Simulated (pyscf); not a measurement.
PySCF, gas phase, ωB97X-D3(BJ)/def2-SVP geometries.

Problem. For the elementary gas-phase step H₃Si–SeH (SMILES [SiH3][SeH]) + H₂Se (SMILES [SeH2]) -> HSe–SiH₂–SeH (SMILES [SeH][SiH2][SeH]) + H₂ (SMILES [H][H]) (singlet surface; H–Si, H–Se broken, Se–Si, H–H formed), what barrier and reaction energy does ωB97M-D3(BJ)/def2-TZVP give, measured from the separated reactants?

Solution. ΔE‡ = 185.1 kJ/mol, ΔE = -41.2 kJ/mol. Zero-point energy shifts the barrier by +1.3 kJ/mol. It is a four-centre exchange, with an imaginary mode of 1329i cm⁻¹. This is the saddle that the search found; another between the same sides may lie lower. Elements up to Kr have no core potential and no relativistic terms here.
